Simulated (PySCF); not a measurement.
Identify the unknown among the candidates.

All candidates are C4H9Cl.

* Triplet: lowest triplet excitation (Tamm–Dancoff): 6.52 eV [TDA CAM-B3LYP/aug-cc-pVTZ]
* 1H NMR: chemical shifts (computed TMS as zero) by class: 1.53 (9 H) ppm [GIAO B97-2/pcSseg-2]
* UV, first state: lowest singlet excitation: 7.18 eV (173 nm, f = 0.001 summed over 2 states within 0.01 eV) [TDDFT CAM-B3LYP/aug-cc-pVTZ]
* UV, strongest line: among the 10 lowest singlet transitions: S3/S4 at 7.59 eV (163 nm, f = 0.103 summed over these states) [TDDFT CAM-B3LYP/aug-cc-pVTZ]
* Rotational structure: rotational constants A, B, C: 4.584, 3.039, 3.038 GHz [PBE0-D3(BJ)/def2-TZVP]
* NMR, other nuclei: isotropic shieldings of nuclei other than C and H, by class: 684 (1 Cl) ppm [GIAO B97-2/pcSseg-2]
* 13C NMR: chemical shifts (computed TMS as zero) by class: 72.9 (1 C), 36.6 (3 C) ppm [GIAO B97-2/pcSseg-2]
* Polarisability: 65.7 au [CAM-B3LYP/aug-cc-pVTZ]
* Dipole: 2.29 D [CAM-B3LYP/aug-cc-pVTZ]

Electronic properties: PySCF, gas phase, density fitting. Levels stand in brackets. Geometry: PBE0-D3(BJ)/def2-TZVP; no solvent, vibrations or thermal averaging. NMR classes are plain means over equivalent atoms (diastereotopic ones count apart unless rotation or inversion swaps them), as if these changed places fast.

Question: Which candidate is it?
A. `CCCCCl`
B. `CC(C)(C)Cl`
C. `CC(C)CCl`

Answer: B. It is `CC(C)(C)Cl`. Numbering: `[CH3:1][C:2]([CH3:3])([CH3:4])[Cl:5]`. Its formula, C4H9Cl, gives 0 degrees of unsaturation, so no ring and no π bond. 4 carbons fall into 2 classes; from least to most shielded: sp3 C–Cl carbon [C2] (72.9 ppm), methyl carbon [C1/C3/C4] (36.6 ppm, 3 C). All hydrogens form one class (1.53 ppm): methyl hydrogen. The other shieldings belong to: 684 ppm, alkyl chlorine [Cl5]. The optimised geometry has point group C3v and is a prolate symmetric top (the spread among constants that symmetry makes equal is optimisation noise).

The others, at the same levels:
- `CC(C)CCl` fails: it has 3 carbon classes against 2; its computed 13C shifts are 58.7 (1 C), 36.9 (1 C), 22.7 (2 C) ppm and 1H shifts are 3.27 (2 H), 1.79 (1 H), 1.00 (6 H) ppm.
- `CCCCCl` fails: it has 4 carbon classes against 2; its computed 13C shifts are 51.2 (1 C), 41.7 (1 C), 26.6 (1 C), 17.2 (1 C) ppm and 1H shifts are 3.38 (2 H), 1.68 (2 H), 1.23 (2 H), 1.02 (3 H) ppm.

Each candidate is one conformer, not necessarily the lowest. The conformers computed, where there is a choice (atom-mapped SMILES and torsion angles):
- `[CH3:1][CH:2]([CH3:3])[CH2:4][Cl:5]`: C1–C2–C4–Cl5 64°
- `[CH3:1][CH2:2][CH2:3][CH2:4][Cl:5]`: C1–C2–C3–C4 180°, C2–C3–C4–Cl5 179°
